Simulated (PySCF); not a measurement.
Compound: C-cyanomethanimine, C₂H₂N₂.
Atom-mapped SMILES: `[H]/[N:2]=[CH:3]/[C:4]#[N:5]` (hydrogens: H1 on N2; H6 on C3)

The same species was optimised twice, with GFN2-xTB and with PBE0-D3(BJ)/def2-SVP (PySCF), and the same property calculations (PySCF, gas phase) were run on both structures.

| coordinate | GFN2-xTB | PBE0-D3(BJ)/def2-SVP | change |
| --- | --- | --- | --- |
| C3–C4 (Å) | 1.425 | 1.446 | +0.021 |
| C4≡N5 (Å) | 1.145 | 1.158 | +0.013 |
| N2=C3 (Å) | 1.256 | 1.267 | +0.011 |
| H1–N2 (Å) | 1.017 | 1.025 | +0.008 |
| C3–H6 (Å) | 1.101 | 1.105 | +0.004 |
| H1–N2–C3 (°) | 115.9 | 109.9 | -6.0 |
| N2–C3–H6 (°) | 126.8 | 125.4 | -1.4 |
| C4–C3–H6 (°) | 112.8 | 114.1 | +1.3 |
| C3–C4–N5 (°) | 177.1 | 177.6 | +0.5 |
| N2–C3–C4 (°) | 120.5 | 120.6 | +0.1 |

Rotational constants: A = 64568, B = 5081, C = 4710 MHz (GFN2-xTB) against A = 63229, B = 4967, C = 4606 MHz (PBE0-D3(BJ)/def2-SVP). Point groups within 0.08 Å: Cs and Cs.

On the GFN2-xTB structure: HOMO (eV) -8.80 [PBE0/pcSseg-1]; LUMO (eV) -2.22 [PBE0/pcSseg-1]; dipole (D) 4.23 [PBE0/pcSseg-1]; GIAO shielding of N2 (ppm) -158.6 [PBE0/pcSseg-1]; GIAO shielding of C3 (ppm) 36.9 [PBE0/pcSseg-1]; GIAO shielding of C4 (ppm) 66.5 [PBE0/pcSseg-1]; GIAO shielding of N5 (ppm) -53.7 [PBE0/pcSseg-1].

What do these properties become on the PBE0-D3(BJ)/def2-SVP structure?

| property | level | on GFN2-xTB | on PBE0-D3(BJ)/def2-SVP | change |
| --- | --- | --- | --- | --- |
| HOMO (eV) | PBE0/pcSseg-1 | -8.80 | -9.03 | -0.23 |
| LUMO (eV) | PBE0/pcSseg-1 | -2.22 | -2.29 | -0.07 |
| dipole (D) | PBE0/pcSseg-1 | 4.23 | 4.25 | +0.02 |
| energy, GFN2-xTB geometry as zero (kcal/mol) | PBE0/pcSseg-1 | 0.0 | -0.8 | -0.8 |
| GIAO shielding of N2 (ppm) | PBE0/pcSseg-1 | -158.6 | -155.9 | +2.7 |
| GIAO shielding of C3 (ppm) | PBE0/pcSseg-1 | 36.9 | 31.3 | -5.6 |
| GIAO shielding of C4 (ppm) | PBE0/pcSseg-1 | 66.5 | 63.9 | -2.6 |
| GIAO shielding of N5 (ppm) | PBE0/pcSseg-1 | -53.7 | -60.5 | -6.8 |

The heavy atoms differ by 0.017 Å rms after alignment. Among all bonds C3–C4 changes most (+0.021 Å). Changes are differences of the printed values. Neither structure is proved a minimum here.
